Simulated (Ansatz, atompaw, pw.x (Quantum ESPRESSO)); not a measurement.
## pw.x on diamond Mg: one setting changed

Potential: PAW, atompaw 4.2.0.5, LDA (PW92); core [Ne], reference 3s1 3p1; waves: 3s (bound): rc 2.90 bohr; 3s channel at 0.52 Ry: rc 3.00 bohr; 3p (bound): rc 3.00 bohr; 3p channel at 0.25 Ry: rc 3.00 bohr; 3d channel at -0.1 Ry: rc 3.00 bohr; 3d channel at 0.55 Ry: rc 3.00 bohr; local part: troulliermartins scheme with l = 3 at -0.5 Ry, radius 2.45 bohr; core correction: smooth core density matched at 2.10 bohr; augmentation: besselshape compensation charge, radius 2.20 bohr; PAW radius 3.00 bohr; waves and projectors: custom rrkj gramschmidtortho.

The reference run (k-mesh 8³, cutoffs 40/400 Ry, Fermi–Dirac 0.01 Ry, mixing_beta 0.4, conv_thr 1e-9, no spin) gives 0.04 GPa at 37.617 Å³/atom, where all-electron LAPW gives -0.01 GPa. This run, with its own iteration cap, changes startingwfc to random.

```
&control
  calculation='scf', prefix='x', pseudo_dir='./', outdir='./tmp', tstress=.true., disk_io='none'
/
&system
  ibrav=0, nat=2, ntyp=1, ecutwfc=40, ecutrho=400, nbnd=9,
  occupations='smearing', smearing='fd', degauss=0.01
/
&electrons
  conv_thr=1e-09, mixing_beta=0.4, electron_maxstep=70, startingwfc='random'
/
ATOMIC_SPECIES
Mg 1.0 Mg.UPF
CELL_PARAMETERS angstrom
  0.00000000 3.35064219 3.35064219
  3.35064219 0.00000000 3.35064219
  3.35064219 3.35064219 0.00000000
ATOMIC_POSITIONS crystal
Mg 0.0000 0.0000 0.0000
Mg 0.2500 0.2500 0.2500
K_POINTS automatic
8 8 8 0 0 0
```

```bash
pw.x < Mg.scf.in > Mg.scf.out
```

Question: How does the run end?

Answer: It converges in 7 iterations; the free energy moves by +0.0 meV/atom and the pressure by +0.00 GPa. The result is that of the reference run.

```
Message from routine setup:
     using ibrav=0 with symmetry is DISCOURAGED, use correct ibrav instead
     lattice parameter (alat)  =       8.9545  a.u.
     unit-cell volume          =     507.7042 (a.u.)^3
     number of electrons       =         4.00
     number of Kohn-Sham states=            9
     kinetic-energy cutoff     =      40.0000  Ry
     charge density cutoff     =     400.0000  Ry
     scf convergence threshold =      1.0E-09
     Exchange-correlation= SLA PW NOGX NOGC
     number of k points=    29  Fermi-Dirac smearing, width (Ry)=  0.0100
     negative rho (up, down):  3.051E-02 0.000E+00
     iteration #  1     ecut=    40.00 Ry     beta= 0.40
     negative rho (up, down):  4.442E-02 0.000E+00
     total energy              =     -63.73427918 Ry
     estimated scf accuracy    <       0.00978344 Ry
     iteration #  2     ecut=    40.00 Ry     beta= 0.40
     negative rho (up, down):  6.489E-02 0.000E+00
     total energy              =     -63.73297502 Ry
     estimated scf accuracy    <       0.00303944 Ry
     iteration #  3     ecut=    40.00 Ry     beta= 0.40
     negative rho (up, down):  6.830E-02 0.000E+00
     total energy              =     -63.73305619 Ry
     estimated scf accuracy    <       0.00001141 Ry
     iteration #  4     ecut=    40.00 Ry     beta= 0.40
     c_bands:  1 eigenvalues not converged
     negative rho (up, down):  6.740E-02 0.000E+00
     total energy              =     -63.73305567 Ry
     estimated scf accuracy    <       0.00000755 Ry
     iteration #  5     ecut=    40.00 Ry     beta= 0.40
     negative rho (up, down):  6.752E-02 0.000E+00
     total energy              =     -63.73305665 Ry
     estimated scf accuracy    <       0.00000001 Ry
     iteration #  6     ecut=    40.00 Ry     beta= 0.40
     negative rho (up, down):  6.753E-02 0.000E+00
     total energy              =     -63.73305666 Ry
     estimated scf accuracy    <          1.7E-09 Ry
     iteration #  7     ecut=    40.00 Ry     beta= 0.40
     negative rho (up, down):  6.752E-02 0.000E+00
     the Fermi energy is     0.8253 ev
!    total energy              =     -63.73305666 Ry
     estimated scf accuracy    <          4.0E-10 Ry
     smearing contrib. (-TS)   =      -0.00543377 Ry
     The total energy is F=E-TS. E is the sum of the following terms:
     one-electron contribution =       1.80180419 Ry
     hartree contribution      =       0.11797390 Ry
     xc contribution           =      -2.07052157 Ry
     ewald contribution        =      -3.40301423 Ry
     one-center paw contrib.   =     -60.17386519 Ry
     convergence has been achieved in   7 iterations
     negative rho (up, down):  6.752E-02 0.000E+00
          total   stress  (Ry/bohr**3)                   (kbar)     P=        0.44
     Message from routine punch:
     Nothing written, as per user request (disk_io='none')
```

The run took about 15 s on one core of a shared host (Intel(R) Xeon(R) Platinum 8488C, 96 threads, 744 GiB, load 35).
